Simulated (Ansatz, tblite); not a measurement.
# The cluster Mg2Se2+: rung by rung

An exercise on one series of results from a longer session: the logs are not shown, and one member is left open.

Program: Ansatz 0.2.0, Gaussian basis. Level of theory: as each input shows. These are calculated values, not measurements.

Levels to be run: GFN1-xTB, GFN2-xTB, PBE-D4/def2-TZVP, r2SCAN-D4/def2-TZVP, ωB97X-V/def2-TZVP, HSE06-D4/def2-TZVP, HF/def2-TZVP, CAM-B3LYP-D4/def2-TZVP, B2PLYP/def2-TZVP, PBE-D4/def2-SVP, PBE0-D4/def2-SVP, HF/STO-3G, HF/6-31G, B3LYP-D4/6-31G, CCSD(T)/def2-SVP, MP2/def2-TZVP, RPA/def2-TZVP.

## The relaxed structure

The doublet was relaxed beforehand with r2SCAN-D4/def2-SVP. At that level it is the lowest of the isomers that a small search found.

4 atoms, charge 1, spin multiplicity 2.

Bond lengths: Mg1–Se3 2.496 Å, Mg1–Se4 2.497 Å, Mg2–Se3 2.496 Å, Mg2–Se4 2.497 Å. Angles: Se3–Mg1–Se4 108.2°, Se3–Mg2–Se4 108.2°, Mg1–Se3–Mg2 71.8°, Mg1–Se4–Mg2 71.8°.

The ion is computed in the gas phase, without counter-ions or solvent.

PBE0-D4/def2-TZVP was run before; its log isn't repeated, and its numbers join the tables.

Set-up of the first run:

Tight binding, by tblite at 300 K electronic temperature and without a spin-polarisation term:

```python
tblite.interface.Calculator('GFN1-xTB', numbers, positions, charge=1, uhf=1).singlepoint()
```

Tight binding, by tblite at 300 K electronic temperature and without a spin-polarisation term:

```python
tblite.interface.Calculator('GFN2-xTB', numbers, positions, charge=1, uhf=1).singlepoint()
```

start.molden holds the orbitals of an earlier run on this state, given as this run's starting guess.

File in.yaml:

```yaml
crystal:
  periodic: [false, false, false]
  atoms:
    - {symbol: Mg, position_ang: [-0.921224, 0.867931, 0.734084]}
    - {symbol: Mg, position_ang: [0.920662, -0.868776, -0.733861]}
    - {symbol: Se, position_ang: [0.990974, -0.400457, 1.717272]}
    - {symbol: Se, position_ang: [-0.990401, 0.401303, -1.717495]}
basis:
  gaussian: {orbitals: def2-TZVP, initial_orbitals: start.molden}
total_charge: 1
magnetization: {spin_polarized: true, initial_magnetization: 1}
hamiltonian: {xc: pbe, dispersion: d4}
scf: {omitted_lower_state_checks: [starts]}
output: {orbitals: {seedname: orbitals}}
```

Launch:

```
$ ansatz run in.yaml --threads 4 --pin off --events-out ev --progress --plain --max-ram 3916MiB
```

Steps of the session up to this table: PBE-D4/def2-TZVP; r2SCAN-D4/def2-TZVP; ωB97X-V/def2-TZVP; HSE06-D4/def2-TZVP; HF/def2-TZVP; CAM-B3LYP-D4/def2-TZVP; B2PLYP/def2-TZVP; PBE-D4/def2-SVP; PBE0-D4/def2-SVP; HF/STO-3G; HF/6-31G; B3LYP-D4/6-31G; CCSD(T)/def2-SVP; MP2/def2-TZVP; RPA/def2-TZVP.

One of the session's tables, all rows but one given; the rest of the session is left out.

It belongs to the step «Levels side by side». 

```
                 level  HOMO (eV)  LUMO (eV)  gap (eV)
             HF/STO-3G      -8.92      -1.47      7.46
              HF/6-31G     -12.53      -5.99      6.55
          HF/def2-TZVP     -12.33      -5.62      6.71
       PBE-D4/def2-SVP     -10.49      -9.91      0.59
      PBE-D4/def2-TZVP          ?          ?         ?
   r2SCAN-D4/def2-TZVP     -10.42      -9.79      0.64
        B3LYP-D4/6-31G     -10.99      -9.53      1.46
      PBE0-D4/def2-SVP     -10.95      -9.30      1.65
     PBE0-D4/def2-TZVP     -10.83      -9.23      1.61
    HSE06-D4/def2-TZVP     -10.49      -9.57      0.92
CAM-B3LYP-D4/def2-TZVP     -11.60      -8.42      3.19
     ωB97X-V/def2-TZVP     -12.36      -7.60      4.76
```

Q: Estimate the row for PBE-D4/def2-TZVP from the others.

The run gave: HOMO (eV): -10.40; LUMO (eV): -9.85; gap (eV): 0.55. In the column «HOMO (eV)» it lies between r2SCAN-D4/def2-TZVP (-10.42) and HF/STO-3G (-8.92).
